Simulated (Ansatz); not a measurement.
1T (CdI2-type) ZrSe2 was calculated with PBE in Ansatz (PAW).

Rigid layers of the crystal as relaxed at this level are moved apart or together:

```csv
run,k mesh,layer repeat (Å),energy against free layers (meV/Å²),gap on the mesh (eV)
1,12×12×6,5.84,7.51,0.000
2,12×12×6,5.99,3.88,0.000
3,12×12×6,6.14,1.64,0.230
4,12×12×6,6.34,0.03,0.353
5,12×12×6,6.64,-0.85,0.385
6,12×12×6,7.14,-0.92,0.431
7,12×12×4,8.14,-0.41,0.478
8,12×12×4,10.14,-0.02,0.498
```

The lowest energy of these points lies at a layer repeat of 7.14 Å.

Spin–orbit coupling is not included.

Note: the cell comes from a level without a dispersion term, which matters for the spacing of layers, chains or molecules.

Ansatz is a quantum-chemistry and plane-wave program.
